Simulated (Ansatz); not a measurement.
A made-up structure of LiAlSiH$_{4}$, singlet:

```xyz
7
angstrom
Li -3.0734 -1.6694 -0.1722
Al -0.4671 -1.3245 -0.0194
Si 0.5743 0.9357 0.0233
H -4.4977 -1.0104 0.0831
H 0.1458 1.7372 -1.1696
H 0.0668 1.7181 1.1981
H 2.0647 1.0525 0.0741
```

It is relaxed with PBE-D4/def2-SVP and then PBE0-D4/def2-TZVP (Ansatz 0.2.0). Atoms count as bonded within 1.22 times the sum of their covalent radii (H–H: 0.88 Å). The end point is not checked to be a true minimum.

(1) Does its bonding change? (Judge from chemistry; the calculation decides.)

Answers

(1) By the calculation: Yes. Formed: Al2–H4; broken: none.

Where it ends: The first stage lowers the energy by 1.41 eV in 16 steps. It ends as LiAlSiH₄ ([SiH3][Al]1[H][Li]1):
Li1  (-3.348, -1.980, -0.102)
Al2  (-0.986, -1.285, -0.034)
Si3  (0.223, 0.892, 0.039)
H4  (-2.548, -0.420, -0.051)
H5  (-0.093, 1.748, -1.149)
H6  (-0.149, 1.700, 1.244)
H7  (1.714, 0.783, 0.071)
(Å)

Labels in which every atom is bracketed show which atoms are joined, not bond orders.

For scale, one of the runs: PBE0-D4/def2-TZVP relaxation, 112 basis functions, launched by `ansatz run in.yaml --threads 2 --pin off --events-out ev --progress --plain --max-ram 4352MiB`. Hardware: 2 CPU threads of an Arm Neoverse V1, shared host. Wall time about 14 s.
